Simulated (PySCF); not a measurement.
# PF3 (SMILES FP(F)F): r2SCAN/STO-6G

Aim: the vertical singlet–triplet gap of PF3 at r2SCAN/STO-6G, from 2 runs. 

Program for the calculation: PySCF 2.14.0.

10 further runs of the same task are left out: 3 that didn't finish, 7 set aside as unsound or not needed.

### Step 1. The molecule

PF3 has 4 atoms, charge 0, and is taken as a singlet. As SMILES, `FP(F)F`. The coordinates come from a GFN2-xTB relaxation.

Bond lengths: P1–F2 1.597 Å, P1–F3 1.598 Å, P1–F4 1.598 Å. Angles: F2–P1–F3 94.0°, F2–P1–F4 93.9°, F3–P1–F4 94.0°.

### Step 2. The energy at r2SCAN/STO-6G

Contents of run.py:

```python
from pyscf import gto, dft

mol = gto.M(
    atom='''
P     -0.004630     0.005090     0.642290
F      1.349610    -0.029560    -0.203150
F     -0.648490     1.180250    -0.228190
F     -0.696500    -1.155780    -0.210950
''',
    verbose=3,
    spin=0,
    basis='sto-6g',
    max_memory=1860,
)

mf = dft.RKS(mol, xc='r2scan')
mf.grids.level = 5
mf.conv_tol = 1e-10
mf.kernel()
if not mf.converged:
    mf = mf.newton().run(mf.mo_coeff, mf.mo_occ)

energy = mf.e_tot
print('E(%s) = %.9f' % ('R2SCAN', energy))
```

On the command line:

```sh
OMP_NUM_THREADS=1 python run.py
```

What it wrote:

```text
converged SCF energy = -638.023489404977
E(R2SCAN) = -638.023489405
```

Run time: 5.7 s. Hardware: 1 thread of Arm Neoverse V1, shared host; peak memory 0.22 GiB.

### Step 3. The triplet, same level

Contents of run.py:

```python
from pyscf import gto, dft

mol = gto.M(
    atom='P -0.004630 0.005090 0.642290; F 1.349610 -0.029560 -0.203150; F -0.648490 1.180250 -0.228190; F -0.696500 -1.155780 -0.210950',
    basis='sto-6g',
    max_memory=1860,
    spin=2,
    verbose=3,
)

calc0 = dft.UKS(mol)
calc0.xc = 'r2scan'
calc0.grids.level = 5
calc0.conv_tol = 1e-10
calc0.kernel()
if not calc0.converged:
    calc0 = calc0.newton().run(calc0.mo_coeff, calc0.mo_occ)

e_tot = calc0.e_tot
print('E = %.10f Eh' % e_tot)
```

On the command line:

```sh
OMP_NUM_THREADS=1 python run.py
```

What it wrote:

```text
WARN: HOMO 0.0424242043832093 >= LUMO -0.324345579433849

WARN: HOMO 0.15707823111313 >= LUMO 0.00880709000184249

WARN: HOMO 0.151026358746782 >= LUMO -0.050203551233117

WARN: HOMO 0.169645539039126 >= LUMO -0.0627901117161669

WARN: HOMO 0.165009574287706 >= LUMO -0.0732525178164993

WARN: HOMO 0.164446658592805 >= LUMO -0.0752085047959418

WARN: HOMO 0.165345546736289 >= LUMO -0.0754298715119679

WARN: HOMO 0.165324050039815 >= LUMO -0.0754262725836027

WARN: HOMO 0.165337699796538 >= LUMO -0.0753843720504204

WARN: HOMO 0.165337959040921 >= LUMO -0.0753782351470494

WARN: HOMO 0.165337977260509 >= LUMO -0.0753787783119803

WARN: HOMO 0.165337921419498 >= LUMO -0.0753788392978748

WARN: HOMO 0.165297174751992 >= LUMO -0.0753744120179428

WARN: HOMO 0.165302813983339 >= LUMO -0.0753754129934446

WARN: HOMO 0.165276111051237 >= LUMO -0.0753698636053118

WARN: HOMO 0.165205856810249 >= LUMO -0.0753544619322555

WARN: HOMO 0.165355018987689 >= LUMO -0.0753879444190179

WARN: HOMO 0.165304161666672 >= LUMO -0.0753775620111657

WARN: HOMO 0.165337742411254 >= LUMO -0.0753856106102063

WARN: HOMO 0.165347605314364 >= LUMO -0.0753881692941816

WARN: HOMO 0.165351007879412 >= LUMO -0.0753889926014749

WARN: HOMO 0.165350706371819 >= LUMO -0.0753889272499307

WARN: HOMO 0.165350708444795 >= LUMO -0.0753889316671638

converged SCF energy = -637.754096471875  <S^2> = 2.0019987  2S+1 = 3.0013322
E = -637.7540964719 Eh
```

It took 19 s on 1 thread of Arm Neoverse V1, shared host; peak memory 0.23 GiB.

### Step 4. Summary of results

Level: r2SCAN/STO-6G.

| quantity | value |
| --- | --- |
| singlet: total energy | -638.02349 Eh |
| singlet: dipole moment | 1.06 D |
| singlet: HOMO energy | -3.04 eV |
| singlet: LUMO energy | 5.10 eV |
| singlet: HOMO–LUMO gap | 8.14 eV |
| triplet: total energy | -637.75410 Eh |
| triplet: dipole moment | 0.95 D |
| triplet: ⟨S²⟩ | 2.002 |
| vertical energy of the triplet above the singlet | 7.331 eV |

What this shows: At this shape the triplet lies 7.33 eV (707 kJ/mol) above the singlet. In a minimal basis such a difference can be off by several eV, whatever the method. Mulliken charges (triplet) run from -0.20 on F2 to +0.58 on P1.
